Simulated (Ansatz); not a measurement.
The first iterations of a band of Cl + FH3Si (6 atoms, charge 0, multiplicity 2).

Theory: Ansatz, UKS PBE/def2-SVP.

| Item | Value |
| --- | --- |
| movable images | 5 |
| climbing image | yes |
| spring | 5.0 eV/Å² |
| optimiser | quadratic models (default) |
| start path | through a guess of the saddle point |
| force threshold | 0.03 eV/Å |
| iteration limit | 60 |
| end points | relaxed |

Image 0:

```xyz
6
Properties=species:S:1:pos:R:3
Si -0.113 0.000 0.053
F -0.884 0.000 1.523
H 1.364 0.000 0.289
H -0.546 1.234 -0.680
H -0.546 -1.234 -0.680
Cl 0.726 0.000 3.516
```

Image 6:

```xyz
6
Properties=species:S:1:pos:R:3
Si 0.137 0.000 0.116
F 0.983 0.000 1.548
H 1.181 0.000 -0.961
H -0.696 1.241 0.045
H -0.696 -1.241 0.045
Cl -0.907 0.000 3.227
```

| iteration | highest image above the first end (eV) | largest band force component (eV/Å) |
| --- | --- | --- |
| 1 | 1.878 | 7.705 |
| 2 | 1.061 | 5.610 |
| 3 | 0.313 | 1.571 |

Question: Does the band converge within its limit, and where does its top end?

Answer: The run converged. It ended after 9 iterations with the highest image 0.069 eV above the first end. A vibrational analysis at the climbing image gives 2 clearly imaginary modes (55i, 54i cm⁻¹): a point of higher order. A lower path may pass nearby, or the ends, which weren't checked, may share the extra mode.

The run took 3 min on 1 thread of Arm Neoverse V1 (shared host), peak memory 0.12 GiB.
